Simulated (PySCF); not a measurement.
# SiH2 (SMILES [SiH2]) at PBE0/def2-SVP

We compute the charge distribution of SiH2. Input form: a Python script.

The calculation is run with PySCF 2.14.0.

5 further runs of the same task are left out: 5 set aside as unsound or not needed.

### 1 The molecule

The species is SiH2 (3 atoms), meant as a singlet with charge 0. As SMILES, `[SiH2]`. The coordinates come from a PBE0-D4/def2-TZVP relaxation.

Bond lengths: Si1–H2 1.525 Å, Si1–H3 1.525 Å. Angles: H2–Si1–H3 91.2°.

### 2 Energy and one-electron properties at PBE0/def2-SVP

job.py reads:

```python
import numpy
from pyscf import gto, scf, dft, lo

system = gto.M(
    atom=[
    ('Si', (-0.491200, 0.468600, -0.213600)),
    ('H', (0.840300, 0.578600, 0.522500)),
    ('H', (-0.349100, -1.047200, -0.308900)),
],
    basis='def2-svp',
    max_memory=1860,
    charge=0,
    spin=0,
    verbose=3,
)

mf = dft.RKS(system)
mf.xc = 'pbe0'
mf.conv_tol = 1e-10
mf.grids.level = 8
mf.kernel()
if not mf.converged:
    mf = mf.newton().run(mf.mo_coeff, mf.mo_occ)

e_final = mf.e_tot
print(f'total energy: {e_final:.8f} hartree')
dip = mf.dip_moment()
pop, q = mf.mulliken_pop()
quad = mf.quad_moment()
occ = mf.mo_coeff[:, mf.mo_occ > 0]
iaos = lo.vec_lowdin(lo.iao.iao(system, occ), mf.get_ovlp())
c = iaos.T @ mf.get_ovlp() @ occ
pop_iao, q_iao = scf.hf.mulliken_pop(lo.iao.reference_mol(system), (c * mf.mo_occ[mf.mo_occ > 0]) @ c.T, numpy.eye(c.shape[0]), verbose=0)
print('IAO charges', numpy.round(q_iao, 4))
```

The run is started by

```console
$ OMP_NUM_THREADS=1 python job.py
```

Standard output:

```text
converged SCF energy = -290.385207624997
total energy: -290.38520762 hartree
Dipole moment(X, Y, Z, Debye):  0.26746, -0.25508,  0.11631
 ** Mulliken pop  **
pop of  0 Si 1s           1.99953
pop of  0 Si 2s           1.98788
pop of  0 Si 3s           1.29163
pop of  0 Si 4s           0.53799
pop of  0 Si 2px          1.97559
pop of  0 Si 2py          1.97725
pop of  0 Si 2pz          1.97029
pop of  0 Si 3px          0.38910
pop of  0 Si 3py          0.47025
pop of  0 Si 3pz          0.13624
pop of  0 Si 4px          0.40886
pop of  0 Si 4py          0.47642
pop of  0 Si 4pz          0.10850
pop of  0 Si 3dxy         0.00236
pop of  0 Si 3dyz         0.00014
pop of  0 Si 3dz^2        0.01003
pop of  0 Si 3dxz         0.02041
pop of  0 Si 3dx2-y2      0.04675
pop of  1 H 1s            0.72254
pop of  1 H 2s            0.36334
pop of  1 H 2px           0.00579
pop of  1 H 2py           0.00202
pop of  1 H 2pz           0.00171
pop of  2 H 1s            0.72253
pop of  2 H 2s            0.36335
pop of  2 H 2px           0.00173
pop of  2 H 2py           0.00730
pop of  2 H 2pz           0.00048
 ** Mulliken atomic charges  **
charge of    0Si =      0.19078
charge of    1H =     -0.09539
charge of    2H =     -0.09539
Traceless quadrupole moment (Debye*A):

IAO charges [ 0.2302 -0.1151 -0.1151]
```

Wall time 3.3 s (1 thread of Arm Neoverse V1, shared host); peak memory 0.21 GiB.

Atomic charges (e):

```
atom  Mulliken     IAO
 Si1    +0.191  +0.230
  H2    -0.095  -0.115
  H3    -0.095  -0.115
```

### 3 Outcome

Level: PBE0/def2-SVP.

```
     quantity          value
 total energy  -290.38521 Eh
dipole moment         0.39 D
  HOMO energy       -6.82 eV
  LUMO energy       -3.07 eV
HOMO–LUMO gap        3.75 eV
```

What this shows: Mulliken charges run from -0.10 on H2 to +0.19 on Si1; they depend strongly on the basis.
